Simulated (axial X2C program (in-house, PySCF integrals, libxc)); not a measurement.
# AlH⁺: bond constants with and without spin–orbit coupling

Computed with an in-house all-electron X2C program for linear molecules (integrals from PySCF). Spin-free means the one-electron spin-free X2C Hamiltonian; two-component (2c) means X2C with spin–orbit coupling and atomic mean-field two-electron Coulomb and Gaunt terms, so the difference of the two also holds small scalar two-electron terms. Basis: Al dyall-v3z [8s8p2d1f], H dyall-v3z [6s2p1d] (cores contracted in-house); Gaussian nuclei, density fitting, unrestricted open shells. Masses: Al 26.982 u, H 1.008 u.

Input:
```json
{
 "zs": [
  13,
  1
 ],
 "q": 1,
 "bas": [
  "dyall-v3z",
  "dyall-v3z"
 ],
 "levels": [
  "PBE0",
  "HF",
  "r2SCAN"
 ],
 "cc": true,
 "r0": 1.58,
 "thr": -2.0,
 "nmax": 90,
 "npts": 10,
 "nst": 2,
 "ntry": 6
}
```
```bash
python so2c.py task.json out
```

Keys: zs atomic numbers; q charge; bas basis sets; levels methods; cc coupled cluster on or off; r0 starting distance in Å; thr threshold in hartree for freezing inner shells (an s shell follows its p shell); nmax most natural virtual spinors; npts points on the curve; nst determinants followed; ntry starts of the search. HF also brings MP2.

State, spin-free: M_S = 1/2, Λ = 0 (beyond evenly filled blocks: σα); electrons by block: σα: 5, σβ: 4, π+α: 1, π+β: 1, π-α: 1, π-β: 1. Fragments: Al+ + H.

State, 2c: Ω = 1/2 (⟨Sz⟩ = 0.50, ⟨Lz⟩ = 0.00 at PBE0); electrons by block: 1/2: 6, -1/2: 5, 3/2: 1, -3/2: 1. Fragments: Al+ + H.

```json
{"Hamiltonian": "spin-free", "level": "CCSD", "Re (Å)": "1.615", "ωe (cm⁻¹)": "1666.8", "ωexe (cm⁻¹)": "68.3", "αe (cm⁻¹)": "0.305", "De (eV)": "0.802", "k (mdyn/Å)": "1.59", "μ (D)": "n/a"}
{"Hamiltonian": "spin-free", "level": "CCSD(T)", "Re (Å)": "1.615", "ωe (cm⁻¹)": "1669.2", "ωexe (cm⁻¹)": "66.9", "αe (cm⁻¹)": "0.3", "De (eV)": "0.818", "k (mdyn/Å)": "1.59", "μ (D)": "n/a"}
{"Hamiltonian": "2c", "level": "PBE0", "Re (Å)": "1.622", "ωe (cm⁻¹)": "1649.7", "ωexe (cm⁻¹)": "65.7", "αe (cm⁻¹)": "0.295", "De (eV)": "0.932", "k (mdyn/Å)": "1.56", "μ (D)": "-0.32"}
{"Hamiltonian": "2c", "level": "HF", "Re (Å)": "1.594", "ωe (cm⁻¹)": "1759.7", "ωexe (cm⁻¹)": "94.7", "αe (cm⁻¹)": "0.331", "De (eV)": "0.620", "k (mdyn/Å)": "1.77", "μ (D)": "-0.54"}
{"Hamiltonian": "2c", "level": "MP2", "Re (Å)": "1.589", "ωe (cm⁻¹)": "1838.7", "ωexe (cm⁻¹)": "59.9", "αe (cm⁻¹)": "0.244", "De (eV)": "0.770", "k (mdyn/Å)": "1.94", "μ (D)": "n/a"}
{"Hamiltonian": "2c", "level": "r2SCAN", "Re (Å)": "1.617", "ωe (cm⁻¹)": "1669.3", "ωexe (cm⁻¹)": "63.3", "αe (cm⁻¹)": "0.288", "De (eV)": "1.15", "k (mdyn/Å)": "1.59", "μ (D)": "-0.39"}
```

Spin-free values that have a 2c row agree with it to the digits that matter (0.001 Å, 0.01 eV) and are not repeated.

Correlated methods: 3 electrons correlated (number of frozen shells: Al 2 s, 1 p; H none), 103 virtual spin orbitals or spinors in MP2.

Dipoles are positive if H is the positive end and refer to the centre of mass.

The state is a single determinant with fixed occupations, the lowest that a limited PBE0 search found. Dissociation energies refer to the lowest single-determinant-based atoms at the same level and basis. Density functionals use the spin component along the axis (collinear). CCSD and (T) use frozen natural virtuals with an MP2 correction for the truncation; (T) itself is uncorrected, so its De runs slightly low.

No reliable constants came from CCSD (2c), CCSD(T) (2c): no minimum in range, unconverged points, a curve that is not smooth, a change of character along it, or the two Hamiltonians disagreeing along it.

Rough cost a point (2c) on 1 thread(s) of a shared host, integrals apart: PBE0 0.13 s, HF 0.07 s, r2SCAN 0.18 s.

The whole task took 15 s on 1 thread of Intel(R) Xeon(R) Processor @ 2.30GHz, on a shared host.
